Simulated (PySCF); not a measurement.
# NH+ (SMILES [NH+]): UHF/6-31G(d) (density fitting, spherical functions)

Aim: energy and one-electron properties of NH+. 

The calculation is run with PySCF 2.14.0.

1 further run of the same task is left out (set aside as unsound or not needed).

## 1. The structure to begin with

NH+ has 2 atoms, charge +1, and is taken as a doublet. SMILES: `[NH+]`. The coordinates come from a GFN2-xTB relaxation.

Bond lengths: N1–H2 1.093 Å.

## 2. Energy and one-electron properties at UHF/6-31G(d) (density fitting, spherical functions)

Input file input.py:

```python
from pyscf import gto
from pyscf import df

mol = gto.Mole()
mol.atom = '''
N      0.000000     0.000000     0.000000
H      0.000000     0.000000     1.092650
'''
mol.verbose = 3
mol.basis = '6-31g*'
mol.max_memory = 1860
mol.spin = 1
mol.charge = 1
mol.build()

mf = mol.UHF()
mf = mf.density_fit(auxbasis=df.aug_etb(mol, beta=2.0))
mf.conv_tol = 1e-10
mf.kernel()
if not mf.converged:
    mf = mf.newton().run(mf.mo_coeff, mf.mo_occ)

energy = mf.e_tot
print(f'total energy: {energy:.8f} hartree')
dip = mf.dip_moment()
pop, q = mf.mulliken_pop()
quad = mf.quad_moment()
```

Run with:

```console
$ OMP_NUM_THREADS=1 python input.py
```

Output:

```text
converged SCF energy = -54.4850429090697  <S^2> = 0.75634346  2S+1 = 2.0063334
total energy: -54.48504291 hartree

WARN: System has nonzero charge 1; the dipole moment is origin-dependent.
Location of origin: [0. 0. 0.]

Dipole moment(X, Y, Z, Debye): -0.00000, -0.00000,  2.64073
 ** Mulliken pop       alpha | beta **
pop of  0 N 1s        0.99933 | 0.99933
pop of  0 N 2s        0.54125 | 0.49724
pop of  0 N 3s        0.45762 | 0.47919
pop of  0 N 2px       0.65749 | 0.00000
pop of  0 N 2py       0.06228 | 0.00000
pop of  0 N 2pz       0.53957 | 0.50207
pop of  0 N 3px       0.25522 | 0.00000
pop of  0 N 3py       0.02418 | 0.00000
pop of  0 N 3pz       0.25165 | 0.25793
pop of  0 N 3dxy      0.00019 | 0.00014
pop of  0 N 3dyz      0.00007 | 0.00000
pop of  0 N 3dz^2     0.00833 | 0.00937
pop of  0 N 3dxz      0.00076 | 0.00000
pop of  0 N 3dx2-y2    0.00040 | 0.00030
pop of  1 H 1s        0.19891 | 0.23283
pop of  1 H 2s        0.00274 | 0.02161
In total             4.00000 | 3.00000
 ** Mulliken atomic charges   ( Nelec_alpha | Nelec_beta ) **
charge of  0N =      0.45609  (     3.79835      2.74556 )
charge of  1H =      0.54391  (     0.20165      0.25444 )
Traceless quadrupole moment (Debye*A):
```

Run time: 0.54 s. Hardware: 1 thread of Arm Neoverse V2, shared host; peak memory 0.12 GiB.

Atomic charges (e):

```tsv
atom	Mulliken
N1	+0.456
H2	+0.544
```

## 3. Results

At UHF/6-31G* (density fitting, spherical functions):

```
                          quantity         value
                      total energy  -54.48504 Eh
HOMO energy (highest over α and β)     -27.06 eV
 LUMO energy (lowest over α and β)     -11.08 eV
                              ⟨S²⟩         0.756
```
